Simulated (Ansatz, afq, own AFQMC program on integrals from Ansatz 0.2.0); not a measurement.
**BH₃Br, doublet: AFQMC among the cluster methods**

```tsv
atom	x (Å)	y (Å)	z (Å)
B	-2.6299	0.0000	0.0000
H	-3.2267	1.0336	0.0000
H	-3.2267	-1.0336	0.0000
H	-1.3339	0.0000	0.0000
Br	0.4541	0.0000	0.0000
```

Connectivity, by distances: BH2 ··· Br, 1 bridging H.

Basis cc-pVTZ. Only valence electrons are correlated. Ansatz 0.2.0 and our own AFQMC program on the same integrals; the CISD trial comes from CCSD amplitudes, and released means the phaseless constraint is let go. ± is one standard error of the sampling. No spin–orbit coupling.

Determinant: UHF, the one that the program's search chose, which needn't be the lowest solution. The geometry is a point of a scan.

No full CI on the walks' own integrals is used here. The released AFQMC energy serves as the reference, which it does only where one determinant dominates, the energy is flat over the last release times and near the phaseless one (40 meV or 2 meV an electron, half that with transition metals). On small molecules, where full CI could be run and the noise was under 10 meV, such values lay within 10 meV of it in 19 cases of 20, a flattering rate, since the rule was set on those same cases; what remains of the bias isn't in the error bar.

Cautions: no relativity below Rb; no spin-orbit coupling; inner d shell frozen; the released value is read at 1.62 1/Eh, later times being too noisy (meV from the phaseless value at times in 1/Eh: -9 ± 4 at 0.24, -19 ± 10 at 0.51, -15 ± 5 at 0.99, -24 ± 8 at 1.62, -25 ± 11 at 2.40).

* T1 diagnostic: 0.0122
* weight of the determinant in the CISD state: 0.874
* ⟨S²⟩ of the determinant: 0.772
* size of the correlated space: 13 electrons in 100 orbitals

```csv
level,correlation energy (eV)
MP2,-7.1554
CCSD,-8.2245
CCSD(T),-8.4777
```

(1) Estimate where AFQMC with the constraint released lies against CCSD(T) on the same integrals.

(1) 44.8 ± 7.8 meV below CCSD(T).

Reference: AFQMC with the constraint released, correlation energy -8.522 ± 0.008 eV.

```json
{"level": "CCSD(T)", "E − E(reference) (meV)": "44.8 ± 7.8", "share of correlation (%)": "99.47"}
{"level": "ph-AFQMC/CISD", "E − E(reference) (meV)": "24.1 ± 9.3", "share of correlation (%)": "99.72"}
```

A walk keeps the symmetry of its determinant, which the program's search chose and which needn't be the lowest solution, so a lower state of the same spin and another symmetry isn't excluded. Released energies are given only where the last usable release times agree within the noise; a slower fall can still hide under it.
